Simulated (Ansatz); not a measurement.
Mulliken charges of AlH$_{5}$SSi (`[AlH2][S][SiH3]`) from B3LYP/def2-TZVPP in Ansatz (PBE0-D4/def2-TZVP geometry).

```
atom   x (Å)   y (Å)   z (Å)  charge (e)
 Al1  -0.556   1.280  -1.211       0.434
  S2   0.805  -0.423  -1.185      -0.311
 Si3   0.508  -1.036   0.845       0.295
  H4  -1.349   1.627   0.113      -0.131
  H5  -0.679   2.084  -2.564      -0.128
  H6   1.375  -2.219   1.061      -0.052
  H7  -0.907  -1.409   1.092      -0.054
  H8   0.895   0.039   1.793      -0.054
```

By hand: the dipole of these point charges (1 e Å = 4.8032 D).

Σ q r = (-0.149, 0.091, 0.195) e Å, of length 0.262 e Å = 1.26 D.

How does the dipole of the full density compare? (Estimate.)

Ansatz gave: (-0.104, 0.078, 0.109) e Å, 0.81 D; the point charges give 1.56 times that, at 9° from its direction.

Point charges leave out the atoms' own dipoles, such as those of lone pairs, and Mulliken's split depends on the basis, so the two needn't agree.

B3LYP here is the variant with VWN-RPA as its local correlation; programs differ in this.
